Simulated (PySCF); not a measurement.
# What single edits do to a PySCF run on Cl5⁺

Aim: run a base script for Cl5⁺, then edit it and compare.

Method: method and basis as typed in the scripts; program: PySCF 2.14.0.

2 further runs of the same task are left out: 2 that didn't finish.

**1. The system as given**

Cl5⁺: 5 atoms, charge 1, spin multiplicity 1.

Bond lengths: Cl1–Cl2 2.213 Å, Cl1–Cl3 2.213 Å, Cl1–Cl4 2.213 Å, Cl1–Cl5 2.213 Å. Angles: Cl2–Cl1–Cl3 87.6°, Cl2–Cl1–Cl4 156.5°, Cl2–Cl1–Cl5 87.6°, Cl3–Cl1–Cl4 87.6°, Cl3–Cl1–Cl5 156.5°, Cl4–Cl1–Cl5 87.6°.

**2. The run that the others are compared with**

Contents of input.py:

```python
from pyscf import gto, dft

mol = gto.M(
    atom='Cl 0 0 0.3612; Cl 2.1669 0 -0.0903; Cl 0 2.1669 -0.0903; Cl -2.1669 0 -0.0903; Cl 0 -2.1669 -0.0903',
    basis='sto-3g',
    charge=1,
    spin=0,
    verbose=3,
)
mf = dft.UKS(mol, xc='b3lyp5')
mf = mf.density_fit(auxbasis='def2-universal-jkfit')
mf.kernel()
mf.analyze()
print('orbital energies (hartree):', [e[max(0, n-3):n+3].round(4) for e, n in zip(mf.mo_energy, mol.nelec)])
```

The run is started by

```
OMP_NUM_THREADS=1 python input.py
```

The log of this run is left out.

Base result: E(SCF) = -2274.983428 Eh.

The dipole of an ion depends on the origin.

**3. SCF alone**

Run 1 changes step after the SCF: analyze → none.

Contents of input.py:

```python
from pyscf import gto, dft

mol = gto.M(
    atom='Cl 0 0 0.3612; Cl 2.1669 0 -0.0903; Cl 0 2.1669 -0.0903; Cl -2.1669 0 -0.0903; Cl 0 -2.1669 -0.0903',
    basis='sto-3g',
    charge=1,
    spin=0,
    verbose=3,
)
mf = dft.UKS(mol, xc='b3lyp5')
mf = mf.density_fit(auxbasis='def2-universal-jkfit')
mf.kernel()
mf.dip_moment()
print('orbital energies (hartree):', [e[max(0, n-3):n+3].round(4) for e, n in zip(mf.mo_energy, mol.nelec)])
```

The run is started by

```
OMP_NUM_THREADS=1 python input.py
```

**4. Quintet**

Run 2 changes spin (2S): 0 → 4.

Edit input.py of step 2 so:

```diff
@@ -6,3 +6,3 @@
     charge=1,
-    spin=0,
+    spin=4,
     verbose=3,
```

Q: Predict the outcome of this session. Wanted: for each run, E(SCF); from base; gap, α spin.

**Answer**, as computed:

```
      run  E(SCF) (hartree)  from base (eV)  gap, α spin (eV)
     base      -2274.983428               0              1.10
SCF alone      -2274.983428          0.0000              1.10
  quintet      -2274.920899         +1.7015              1.98
```

**Reading.** The quintet solution found lies 1.70 eV above the base singlet at this geometry and level.
